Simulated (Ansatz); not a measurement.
**Which isomer of C2H8B− gives these data?**

These gas-phase data were calculated for one isomer of C2H8B− at B3LYP-D3(BJ)/def2-SVPD (harmonic, unscaled wavenumbers; equilibrium rotational constants with average atomic masses):

```
rotational constants            : 27.33, 7.891, 7.01 GHz
all wavenumbers above 1500 cm⁻¹ : 3046, 3014, 2951, 2947, 2925, 2240, 2218, 2212
```

Candidates:

(1) `C[BH2-]C`, a singlet
(2) `[BH3-]CC`, a singlet

Question: Which candidate do the data belong to?

Answer: Candidate (2). 5 modes lie between 2750 and 3290 cm⁻¹, one for each C–H bond, while (1) has 6.

The same quantities for all candidates:

|  | rotational constants (GHz) | wavenumbers above 1500 cm⁻¹ | E above the lowest, B3LYP-D3(BJ)/def2-SVPD (kcal/mol) |
| --- | --- | --- | --- |
| (1) | 25.89, 7.402, 6.539 | 2994, 2991, 2976, 2972, 2932, 2927, 2196, 2169 | 0.0 |
| (2) | 27.33, 7.891, 7.01 | 3046, 3014, 2951, 2947, 2925, 2240, 2218, 2212 | 5.8 |

Programs: Ansatz 0.2.0.
